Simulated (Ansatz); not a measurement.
**C₄H₄O₂: how energies converge with the basis set**

One table from this session's results is given with a row withheld; the runs are named, their logs left out.

Program: Ansatz 0.2.0, Gaussian basis. Level of theory: one geometry, several basis sets. These are calculated values, not measurements.

Plan: PBE0-D4/def2-SVP; ωB97M-V/def2-SVP; PBE0-D4/def2-QZVPP; ωB97M-V/def2-QZVPP; the functionals' def2-TZVPP values are taken from earlier runs.

### Structure used throughout

All runs share one geometry, relaxed beforehand with PBE0-D4 in a triple-zeta def2 set.

SMILES `O=C1C=CCO1`, 10 atoms, charge 0, spin multiplicity 1.

Atoms are counted from 1 here; the program's logs count them from 0.

Bond lengths: O1–C2 1.193 Å, C2–C3 1.476 Å, C2–O6 1.366 Å, C3–C4 1.327 Å, C3–H7 1.079 Å, C4–C5 1.488 Å, C4–H8 1.082 Å, C5–O6 1.414 Å, C5–H9 1.096 Å, C5–H10 1.096 Å. Angles: O1–C2–C3 130.0°, O1–C2–O6 122.6°, C3–C2–O6 107.4°, C2–C3–C4 108.5°, C2–C3–H7 122.4°, C4–C3–H7 129.1°, C3–C4–C5 108.9°, C3–C4–H8 127.9°, C5–C4–H8 123.3°, C4–C5–O6 105.3°, C4–C5–H9 112.5°, C4–C5–H10 112.5°, O6–C5–H9 109.3°, O6–C5–H10 109.3°, H9–C5–H10 108.0°, C2–O6–C5 109.9°.

As a file:

```mol
C4H4O2
  3D, bonds by distance, orders not assigned

 10 10  0  0  0  0  0  0  0  0999 V2000
   -2.2409   -1.1686    0.4306 O   0  0
   -1.2099   -0.6014    0.2316 C   0  0
    0.1451   -1.1439    0.0102 C   0  0
    0.9811   -0.1293   -0.1685 C   0  0
    0.2180    1.1452   -0.0741 C   0  0
   -1.1196    0.7607    0.1731 O   0  0
    0.3503   -2.2033    0.0072 H   0  0
    2.0460   -0.1713   -0.3544 H   0  0
    0.5684    1.7832    0.7449 H   0  0
    0.2615    1.7287   -1.0005 H   0  0
  1  2  8  0
  2  3  8  0
  3  4  8  0
  4  5  8  0
  5  6  8  0
  3  7  8  0
  4  8  8  0
  5  9  8  0
  5 10  8  0
  2  6  8  0
M  END
```

Set-up of the first run:

File in.yaml:

```yaml
crystal:
  periodic: [false, false, false]
  atoms:
    - {symbol: O, position_ang: [-2.240884, -1.168626, 0.430557]}
    - {symbol: C, position_ang: [-1.209888, -0.601392, 0.231574]}
    - {symbol: C, position_ang: [0.145062, -1.143932, 0.010194]}
    - {symbol: C, position_ang: [0.981054, -0.129336, -0.168462]}
    - {symbol: C, position_ang: [0.218045, 1.145230, -0.074104]}
    - {symbol: O, position_ang: [-1.119573, 0.760721, 0.173110]}
    - {symbol: H, position_ang: [0.350299, -2.203329, 0.007154]}
    - {symbol: H, position_ang: [2.045956, -0.171293, -0.354411]}
    - {symbol: H, position_ang: [0.568415, 1.783234, 0.744862]}
    - {symbol: H, position_ang: [0.261515, 1.728723, -1.000473]}
basis:
  gaussian: {orbitals: def2-SVP}
hamiltonian: {xc: pbe0, dispersion: d4}
output: {orbitals: {seedname: orbitals}}
```

On the command line:

```console
ansatz run in.yaml --threads 4 --pin off --events-out ev --progress --plain --max-ram 10444MiB
```

Steps of the session up to this table: PBE0-D4 in def2-SVP; ωB97M-V in def2-SVP; PBE0-D4 in def2-QZVPP; ωB97M-V in def2-QZVPP.

One table of the session follows, with a row left open; its other results are not shown here.

It belongs to the step «Density functionals: the series». 

```
functional       basis  HOMO (eV)
   PBE0-D4    def2-SVP          ?
   PBE0-D4  def2-TZVPP      -8.02
   PBE0-D4  def2-QZVPP      -8.06
   ωB97M-V    def2-SVP     -10.31
   ωB97M-V  def2-TZVPP     -10.46
   ωB97M-V  def2-QZVPP     -10.50
```

Q: Estimate the row for PBE0-D4, def2-SVP from the others.

The run gave: HOMO (eV): -7.88. In the column «HOMO (eV)» it is the highest.
